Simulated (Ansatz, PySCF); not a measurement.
System: C$_{3}$H$_{7}$, charge 0, multiplicity 2. It need not be the lowest isomer of its formula. 
Structure (B3LYP-D3(BJ)/def2-TZVP (Ansatz, a first-principles code) minimum search):
```xyz
10

C      0.0078     0.5370    -0.0037
C      0.0099    -0.1884     1.2924
C      0.0104    -0.2064    -1.2896
H     -0.1967     1.6000    -0.0111
H      0.1792     0.4802     2.1373
H      0.1802     0.4505    -2.1437
H     -0.9463    -0.7046     1.4747
H      0.7800    -0.9680     1.3143
H      0.7806    -0.9861    -1.3004
H     -0.9456    -0.7250    -1.4652
```
Charge 0, spin multiplicity 2.


Property: enthalpy of formation at 298 K (from the atomisation energy, B3LYP-D3(BJ)/def2-TZVP harmonic zero-point and thermal terms from PySCF, and the atoms' enthalpies of formation in the G2/97 table; no spin-orbit terms, and no core term in the frozen-core levels), in kcal/mol. Valence correlation only, unless marked. UHF or UKS for open shells. No spin-orbit coupling. Non-relativistic. The coupled-cluster limit lacks core correlation, which all-electron functionals hold. CBS marks a two-point X^-3 extrapolation of the correlation energy; Hartree-Fock from the larger set. The bracket is a focal-point correction in the basis named.

Measured: 21.5 kcal/mol (G2/97 table in ASE (Curtiss et al.)); it holds spin-orbit and relativistic effects, which these rows lack, and core correlation, which the frozen-core levels lack. This is an older compilation, not checked against later work.

| level | program | enthalpy of formation at 298 K (kcal/mol) | error against measurement |
|---|---|---|---|
| HF/def2-TZVPD | PySCF | 229.6 | 208.1 |
| revPBE/def2-TZVPD | Ansatz | 34.2 | 12.7 |
| r2SCAN-D3(BJ)/def2-TZVPD | Ansatz + dftd3 | 15.8 | -5.7 |
| B3LYP-D4/def2-TZVPD | Ansatz + dftd4 | 18.2 | -3.3 |
| PBE0/def2-TZVP | Ansatz | 16.7 | -4.8 |
| BHLYP-D3(BJ)/def2-TZVPD | Ansatz + dftd3 | 34.7 | 13.2 |
| r2SCANh/def2-TZVPD | Ansatz | 19.4 | -2.1 |
| MP2/cc-pVTZ | Ansatz | 37.7 | 16.2 |
| CCSD/STO-3G | Ansatz | -28.6 | -50.1 |
| RI-MP2/CBS(cc-pVTZ,cc-pVQZ)+[CCSD(T)-MP2]/cc-pVTZ | Ansatz | 22.3 | 0.8 |
